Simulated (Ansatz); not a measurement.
# P2F+ (quintet): from Hartree-Fock to the top rungs, cc-pVDZ

The task here is to estimate one member of a computed series from the others.

The runs use Ansatz 0.2.0, Gaussian basis; cc-pVDZ, core rule «outside noble gas», up to 11 orbitals frozen.

To be run: UHF; CCSD(T) on ROHF; CCSD(T) on UHF; BCCD(T) on ROHF; CISD; CCSDT(Q) on ROHF; CCSDT(Q) on UHF.

33 further runs of the same task are left out: 11 for a known fault of the program, 10 that didn't finish, 12 set aside as unsound or not needed.

## The system

The geometry is a PBE0/def2-TZVP stationary point (not a proven minimum) of the parent state, kept for this charge and spin.

3 atoms, charge 1, spin multiplicity 5.

Atoms are counted from 1 here; the program's logs count them from 0.

Bond lengths: F1–P2 1.607 Å, P2–P3 2.278 Å. Angles: F1–P2–P3 98.1°.

Geometry (Å):

```xyz
3
charge 1, multiplicity 5
F     0.0000   -0.7712    1.4069
P     0.0000    0.6376    0.6343
P     0.0000   -0.1646   -1.4973
```

The first run:

in.yaml

```yaml
crystal:
  periodic: [false, false, false]
  atoms:
    - {symbol: F, position_ang: [0.000000, -0.771205, 1.406859]}
    - {symbol: P, position_ang: [0.000000, 0.637627, 0.634340]}
    - {symbol: P, position_ang: [0.000000, -0.164593, -1.497266]}
basis:
  gaussian: {orbitals: cc-pVDZ}
total_charge: 1
magnetization: {spin_polarized: true, initial_magnetization: 4}
hamiltonian: {xc: hf}
output: {orbitals: {seedname: orbitals}}
```

On the command line:

```console
$ ansatz run in.yaml --threads 1 --pin off --events-out ev --progress --plain --max-ram 2393MiB
```

Among the steps run: UHF; CCSD(T) on ROHF; CCSD(T) on UHF; BCCD(T) on ROHF; CISD; CCSDT(Q) on ROHF; CCSDT(Q) on UHF.

One of the session's tables, all rows but one given; the rest of the session is left out.

| method | from UCCSDT(Q) (kJ/mol) |
| --- | --- |
| ROHF | +1021.4 |
| UHF | +1001.1 |
| RMP2 | ? |
| UMP2 | +116.0 |
| CISD | +127.6 |
| RCCSD | +33.7 |
| UCCSD | +33.4 |
| RCCSD(T) | +6.2 |
| UCCSD(T) | +6.4 |
| BCCD(T) | +5.7 |
| RCCSDT | +2.7 |
| UCCSDT | +2.7 |
| RCCSDT(Q) | +0.7 |
| UCCSDT(Q) | 0 |

**Question.** Estimate the row for RMP2.

The run gave: from UCCSDT(Q) (kJ/mol): +110.9. In the column «from UCCSDT(Q) (kJ/mol)» it lies between RCCSD (+33.7) and UMP2 (+116.0).

To keep in mind: Restricted and unrestricted rows rest on different reference determinants; where their highest levels disagree by more than a few hundredths of an eV, they describe different states and don't form one ladder.
